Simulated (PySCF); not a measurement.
Structure with atom numbers: `[CH3:1][C:2](=[O:3])[Cl:4]`. Hydrogens are named by the atom that carries them.

Geometry: PBE0-D3(BJ)/def2-SVP; GIAO shifts from PySCF 2.14.0 with density-fitted response routines, gas phase, non-relativistic, averaged over equivalent atoms.

At PBE0/cc-pVDZ (75 basis functions, 3.8 s wall time on 1 thread of an Arm Neoverse V2, shared host):
| atoms | δ (ppm) |
| --- | --- |
| C2 | 172.6 |
| C1 | 32.3 |
| O3 | 562.1 |
| Cl4 | 418.3 |
| H(C1) | 2.25 |

References, each an isolated molecule treated in the same way: ¹³C (σ = 196.75 ppm), ¹H (σ = 31.29 ppm) against TMS; ¹⁷O (σ = 343.34 ppm) vs H2O; HCl for ³⁵Cl (σ = 960.53 ppm).

**Question.** Estimate the result of repeating the calculation with PBE0/aug-cc-pVDZ.

**Answer.** 
```tsv
atoms	δ at PBE0/aug-cc-pVDZ	change
C2	174.9	+2.3
C1	31.9	-0.4
O3	540.8	-21.3
Cl4	445.2	+26.9
H(C1)	2.60	+0.35
```

δ = σ(ref) − σ, references computed at the same level: TMS for ¹³C (σ = 195.12 ppm) and ¹H (σ = 31.39 ppm); ¹⁷O (σ = 335.91 ppm) vs H2O; ³⁵Cl (σ = 967.65 ppm) against HCl.

The largest change is at Cl4 (chlorine bonded to C). Cost: 123 basis functions, 6.6 s wall time on 1 thread of an Arm Neoverse V2, shared host.

Carbons that carry Cl, above all several Cl atoms, come out too deshielded, partly because spin–orbit coupling is missing. Unscaled 17O shifts of doubly bonded oxygen tend to come out too high, by tens of ppm or more. Experimental scales use liquid or dissolved standards, which lie at an offset from isolated H2O (liquid H2O: subtract about 36 ppm).
